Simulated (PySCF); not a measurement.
# ECD: SMILES FC=C=CF, C₃H₂F₂

Molfile (atoms numbered from 1):
```
C3H2F2
     RDKit          3D

  7  6  0  0  0  0  0  0  0  0999 V2000
    2.1845   -0.6495   -0.3444 F   0  0  0  0  0  0  0  0  0  0  0  0
    1.2714    0.1727    0.1947 C   0  0  0  0  0  0  0  0  0  0  0  0
   -0.0027    0.0426   -0.0109 C   0  0  0  0  0  0  0  0  0  0  0  0
   -1.2766   -0.0876   -0.2167 C   0  0  0  0  0  0  0  0  0  0  0  0
   -2.0756   -0.8052    0.5875 F   0  0  0  0  0  0  0  0  0  0  0  0
    1.7280    0.9544    0.7882 H   0  0  0  0  0  0  0  0  0  0  0  0
   -1.8256    0.3775   -1.0253 H   0  0  0  0  0  0  0  0  0  0  0  0
  1  2  1  0
  2  3  2  0
  3  4  2  0
  4  5  1  0
  2  6  1  0
  4  7  1  0
M  END
```

Theory: PySCF 2.14.0, TDDFT CAM-B3LYP/def2-SVPD circular dichroism and optical rotation, one conformer, gas phase. Geometry: GFN2-xTB.

States above about 9.7 eV lie in this functional's continuum (it starts at minus the energy of the highest occupied orbital, well below the true ionisation energy for most functionals) and depend on the basis. No stereocentre is labelled: unless the shape is locked (an allene, a helicene, a hindered biaryl), the mirror image is equally populated and a measured rotation or CD is zero.

(1) List the lowest 16 singlet excitations with oscillator and rotatory strengths.

## Answers

(1) Rotatory strengths R in 10⁻⁴⁰ esu² cm², velocity form and length form (origin at the centre of mass); f in length form.
```
state  E (eV)  λ (nm)       f  R (velocity)  R (length)                                    main
    1    5.68     218   0.002          -0.3        -0.1      HOMO−1→LUMO 0.49, HOMO→LUMO+1 0.47
    2    5.81     213  0.0002          -1.9        -2.7      HOMO→LUMO 0.52, HOMO−1→LUMO+1 0.44
    3    6.93     179  0.0001          +0.5        +0.3      HOMO−1→LUMO+1 0.52, HOMO→LUMO 0.45
    4    7.79     159   0.495         -25.6       -29.9      HOMO→LUMO+2 0.38, HOMO→LUMO+1 0.36
    5    7.97     156   0.040         +31.3       +26.8                      HOMO−1→LUMO+2 0.92
    6    8.10     153   0.651          -2.5        +6.0      HOMO→LUMO+2 0.53, HOMO−1→LUMO 0.27
    7    9.01     138  0.0001          +3.2        +2.2      HOMO−2→LUMO 0.44, HOMO→LUMO+3 0.37
    8    9.07     137   0.002         -13.1       -12.8  HOMO−2→LUMO+1 0.48, HOMO−1→LUMO+3 0.27
    9    9.08     137  0.0003          +5.4        +4.7      HOMO→LUMO+3 0.47, HOMO−2→LUMO 0.40
   10    9.12     136   0.017         +19.6       +21.6  HOMO−1→LUMO+3 0.56, HOMO−2→LUMO+1 0.29
   11    9.56     130   0.007         +12.9       +11.9    HOMO−1→LUMO+5 0.36, HOMO→LUMO+4 0.30
   12    9.59     129   0.011         -14.7       -14.4    HOMO−1→LUMO+4 0.36, HOMO→LUMO+5 0.34
   13    9.74     127   0.003         -17.1       -16.2    HOMO−3→LUMO 0.80, HOMO−2→LUMO+1 0.13
   14    9.78     127   0.005         +23.4       +22.8    HOMO−3→LUMO+1 0.80, HOMO−2→LUMO 0.09
   15    9.93     125   0.038         +28.5       +27.4    HOMO→LUMO+4 0.53, HOMO−1→LUMO+5 0.35
   16    9.95     125   0.021         -17.5       -16.8    HOMO−1→LUMO+4 0.49, HOMO→LUMO+5 0.28
```

For state 6 the two forms differ in sign, so the sign of R isn't settled.

Among the states computed, the strongest CD band (largest |R|) is state 5. The largest dissymmetry factor in size, g = 4R/(D+G), with D and G the electric and magnetic dipole strengths, is +0.17 for state 9 (velocity form, f = 0.0004), among bands with |R| over 0.5. The mirror image has the same energies and oscillator strengths and all R with the opposite sign.
